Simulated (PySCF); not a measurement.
## BN⁺ from Hartree–Fock to correlated methods

State: ⁴Σ⁻ (quartet), unpaired electrons σ ↑, π ↑↑. Set-up: PySCF, no relativity, basis sets B cc-pVTZ, N cc-pVTZ. De refers to B⁺ + N in their high-spin ground configurations, without counterpoise correction. The functionals are run spin-unrestricted. A positive dipole points towards N; it is taken about the centre of mass and depends on that origin.

```json
{"Level": "UHF", "Re (Å)": "1.413", "ωe (cm⁻¹)": "1222", "De (eV)": "0.84", "μ (D)": "-3.44"}
{"Level": "UHF-MP2", "Re (Å)": "1.432", "ωe (cm⁻¹)": "1209", "De (eV)": "1.49", "μ (D)": "n/a"}
{"Level": "UHF-SCS-MP2", "Re (Å)": "1.440", "ωe (cm⁻¹)": "1154", "De (eV)": "1.33", "μ (D)": "n/a"}
{"Level": "UHF-CCSD", "Re (Å)": "1.453", "ωe (cm⁻¹)": "1048", "De (eV)": "1.08", "μ (D)": "n/a"}
{"Level": "UHF-CCSD(T)", "Re (Å)": "1.464", "ωe (cm⁻¹)": "1022", "De (eV)": "1.23", "μ (D)": "n/a"}
{"Level": "PBE", "Re (Å)": "1.456", "ωe (cm⁻¹)": "1112", "De (eV)": "2.57", "μ (D)": "-2.61"}
{"Level": "r²SCAN", "Re (Å)": "1.444", "ωe (cm⁻¹)": "1131", "De (eV)": "2.37", "μ (D)": "-2.83"}
{"Level": "B3LYP", "Re (Å)": "1.442", "ωe (cm⁻¹)": "1132", "De (eV)": "2.17", "μ (D)": "-2.80"}
{"Level": "PBE0", "Re (Å)": "1.436", "ωe (cm⁻¹)": "1171", "De (eV)": "2.23", "μ (D)": "-2.84"}
{"Level": "M06", "Re (Å)": "1.438", "ωe (cm⁻¹)": "1191", "De (eV)": "2.01", "μ (D)": "-2.73"}
{"Level": "MN15", "Re (Å)": "1.431", "ωe (cm⁻¹)": "1179", "De (eV)": "1.76", "μ (D)": "-2.86"}
```

(1) Which functional lies closest to UHF-CCSD(T) in De, which farthest, and by how much do they differ from it?

(2) What does a quarter of exact exchange do here, going from PBE to PBE0?

(3) What does the step from GGA to meta-GGA do here, going from PBE to r²SCAN?

Correlated steps freeze 2 core orbitals. For an ion De counts to the pair picked by the measured ionisation energies or electron affinities, which need not be the lowest pair at this level. The state is the lowest determinant that a PBE0 search found; another state may lie lower at other levels.

## Answers

(1) Closest is MN15 (-3.3 pm in Re, +15.4 % in ωe, +0.53 eV in De against UHF-CCSD(T) in the same basis), farthest PBE (-0.8 pm in Re, +8.8 % in ωe, +1.34 eV in De). CCSD(T) converges more slowly with the basis than the functionals do and binds too weakly in this one, so the order can change at the basis-set limit.

(2) PBE0 less PBE: -2.0 pm in Re, +5.3 % in ωe, -0.34 eV in De. Exact exchange removes part of the self-interaction that spreads semilocal densities, and in most molecules shortens and stiffens the bond and lowers De; so it does here.

(3) r²SCAN less PBE: -1.2 pm in Re, +1.7 % in ωe, -0.20 eV in De.
